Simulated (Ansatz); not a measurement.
This geometry of BH4OS (7 atoms, charge 1, multiplicity 1) is a first-order saddle point.

The calculation used Ansatz, RKS B3LYP-D4/STO-3G.

```xyz
7
Properties=species:S:1:pos:R:3
O -0.786 -0.169 -0.635
B -0.047 0.089 0.613
S 1.609 -0.547 0.697
H -1.761 0.077 -0.778
H -0.379 -0.657 -1.429
H -0.774 0.610 1.380
H 2.138 0.596 0.153
```

(1) Which two structures does it join? (They come from a converged band through this point; their orientation in space is the band's.)

(2) How far does it lie above each of them?

## Answers

(1) No bond is made or broken. The dihedral O1–B2–S3–H7 goes from 0 to -180°.

Initial state:

```xyz
7
Properties=species:S:1:pos:R:3
O -0.635 0.237 -0.654
B -0.147 -0.102 0.691
S 1.503 -0.467 1.041
H -1.609 0.445 -0.817
H -0.082 0.295 -1.498
H -1.019 -0.090 1.470
H 1.990 -0.318 -0.233
```

Final state:

```xyz
7
Properties=species:S:1:pos:R:3
O -0.780 0.293 -0.813
B 0.002 -0.071 0.376
S 1.695 -0.336 0.150
H -1.771 0.464 -0.764
H -0.411 0.401 -1.747
H -0.668 -0.128 1.332
H 1.932 -0.625 1.465
```

(2) 0.92 eV above the first and 1.07 eV above the second. This is the barrier of this one path; another mechanism may lie lower. Limits of this set-up: minimal basis, the dipole of an ion depends on the origin.

Run time: 41 s on 1 CPU thread of a shared host.
